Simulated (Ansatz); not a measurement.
Ansatz (an electronic-structure program) input (PBE/aug-cc-pVQZ):

Ansatz 0.2 input:
```yaml
crystal:
  periodic: [false, false, false]
  atoms:
    - {symbol: C, position_ang: [-0.14705728, -0.01302798, 0.65292698]}
    - {symbol: F, position_ang: [0.01653730, 1.14223575, -0.25159314]}
    - {symbol: F, position_ang: [-0.01718667, -1.12927050, -0.30451251]}
    - {symbol: H, position_ang: [0.88818797, -0.03851944, 1.08738899]}
basis:
  gaussian:
    orbitals: aug-cc-pVQZ
hamiltonian:
  xc: {name: PBE}
total_charge: -1
magnetization: {spin_polarized: false}
```

Output:

```
Functional definition: PBE
integrals: 0.14 GiB planned
723 factors; their error is unknown
mean field: 1.40 GiB planned
mean field evaluation 1: about -6476.4588 eV, gradient 5.9e1 eV
mean field evaluation 2: about -6449.2953 eV, gradient 1.2e2 eV
mean field evaluation 4: about -6482.2501 eV, gradient 6.9e0 eV
mean field evaluation 8: about -6482.3409 eV, gradient 3.2e-1 eV
mean field evaluation 16: about -6482.3410 eV, gradient 3.4e-5 eV
mean field evaluation 32: about -6482.3410 eV, gradient 3.2e-5 eV
mean field -6482.34100374 eV, -238.2216379988 hartree, gradient 3.2e-5 eV, S^2 0.000000; 1 other end points of the search recorded, 0 dependent functions left out
reference -6482.34105420 eV, -238.2216398531 hartree; 13, 13 occupied and 273, 273 virtual orbitals, 723 factors
Total energy: -6482.34105420 eV, -238.2216398531 hartree
```
